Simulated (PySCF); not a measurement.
## Relaxation of doublet [PH3]+

Level of theory: UPBE0 in PySCF with P def2-TZVP, H def2-TZVP; no relativity; density-fitted integrals. A (50,194) grid was used.

A hand-made trigonal pyramidal start, of C3v symmetry, held to at least that symmetry:

Coordinates in bohr (charge 1 multiplicity 2):
```
P     0.0000    0.0000   -0.1106
H     2.3383    0.0000    1.1327
H    -1.1692    2.0250    1.1327
H    -1.1692   -2.0250    1.1327
```

**Question.** What does it relax to?

**Answer.** It ends at C3v with P–H 1.405 Å (×3); H–P–H 113.3° (×3). A frequency run shows a minimum. Other isomers or separated fragments may lie lower.

**Question.** How much energy is released, and in how many steps?

**Answer.** 35.6 kJ/mol in 5 steps.

The relaxation took 2.8 s on 2 threads of a shared Arm Neoverse V2 host, with 55 basis functions and 6 gradients; the process peaked at 0.43 GiB. Launch command: `OMP_NUM_THREADS=2 python axn.py task.json out`.
